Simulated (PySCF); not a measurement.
Compound: C3H3ClS.
InChI=1S/C3H3ClS/c1-3(4)2-5/h1H3

Computed, not measured: MP2 and CCSD/aug-cc-pVDZ in PySCF, restricted Hartree–Fock reference, 13 core orbitals frozen, non-relativistic, gas phase, PBE0-D3(BJ)/def2-SVP geometry.

E(HF) = -972.34202 Eh.

Task: How large is the problem?

Result: 150 basis functions and 54 electrons; 13 orbitals frozen, which leaves o = 14 correlated occupied and v = 123 virtual orbitals. That is o·v = 1722 singles and o·v(o·v + 1)/2 = 1483503 distinct closed-shell doubles amplitudes before symmetry; the costliest CCSD step grows as o²v⁴ = 4.5 × 10^10.

Task: What are the MP2 and CCSD correlation energies?

Result: MP2 -0.6991 Eh and CCSD -0.7394 Eh, which gives totals of -973.04108 and -973.08142 Eh. That is 0.719 eV for each correlated electron at CCSD (1941 kJ/mol in all, 0.076 % of the total energy); MP2 gives 94.5 % of the CCSD value.

Task: What is the T1 diagnostic?

Result: 0.0150, below the customary warning level of 0.02. It is the norm of the spatial-orbital singles amplitudes over the root of the number of correlated electrons, so the norm is 0.079.

Task: How does correlation change the dipole moment?

Result: HF gives 1.91 D and CCSD (unrelaxed density) 1.54 D, a change of -0.37 D; the two vectors are 16° apart.

Connected triples and the basis-set limit are missing.
